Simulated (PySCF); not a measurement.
**Basis-set dependence of excited states**

Compound: cyclopropanecarboxamide, C₄H₇NO.
Cartesian coordinates in Å at the PBE0-D3(BJ)/def2-SVP level; atoms count from 1:
```xyz
13
C4H7NO angstrom
N      1.6159    1.5275    0.0526
C      0.6183    0.7484    0.5455
O      0.2697    0.7908    1.7102
C     -0.0265   -0.1671   -0.4463
C     -0.5131   -1.4921    0.0840
C     -1.4982   -0.4322   -0.2523
H      2.0871    2.1590    0.6863
H      1.9104    1.4838   -0.9108
H      0.3539   -0.1397   -1.4715
H     -0.3180   -1.6745    1.1438
H     -0.4233   -2.3597   -0.5741
H     -2.1124   -0.5429   -1.1492
H     -1.9637    0.0988    0.5818
```

TDDFT with PBE0 (PySCF), vertical singlets, core orbitals frozen in the response, spherical d and f functions. One conformer (not necessarily the lowest) at the PBE0-D3(BJ)/def2-SVP geometry, without solvent, vibrations or thermal averaging.

| basis | functions | diffuse | S1 (eV) | S2 (eV) | S3 (eV) | S4 (eV) | S5 (eV) | LUMO (eV) | α (au) |
| --- | --- | --- | --- | --- | --- | --- | --- | --- | --- |
| 6-31G* | 98 | no | 5.96 | 7.85 | 8.18 | 8.20 | 8.29 | 1.23 | 47.6 |
| def2-SVP | 119 | no | 5.95 | 7.54 | 7.71 | 7.90 | 8.27 | 1.06 | 48.9 |
| 6-31+G* | 122 | yes | 5.92 | 6.46 | 6.63 | 7.11 | 7.39 | 0.07 | 55.4 |
| aug-cc-pVDZ | 201 | yes | 5.83 | 6.19 | 6.40 | 6.79 | 7.05 | -0.29 | 59.8 |
| def2-TZVP | 228 | no | 5.91 | 7.12 | 7.28 | 7.65 | 8.02 | 0.78 | 56.2 |
| def2-TZVPD | 288 | yes | 5.84 | 6.52 | 6.72 | 7.14 | 7.37 | 0.14 | 59.6 |

Compare the sets with the largest diffuse one.

States are compared by their number. Against the largest diffuse basis here (def2-TZVPD, itself not a converged limit), sets without diffuse functions differ by up to 0.12 eV in S1 and 0.91 eV in S5; the smaller diffuse sets differ by up to 0.08 and 0.33 eV. State by state, the largest deviation of a set without diffuse functions is S1 0.12, S2 1.33, S3 1.46, S4 1.05, S5 0.91 eV. The same number needn't mean the same state in each row. Against def2-TZVPD the polarisability deviates by -20% in 6-31G*, -18% in def2-SVP, -7% in 6-31+G*, 0% in aug-cc-pVDZ, -6% in def2-TZVP. A single + in a Pople set puts diffuse functions on heavy atoms only.
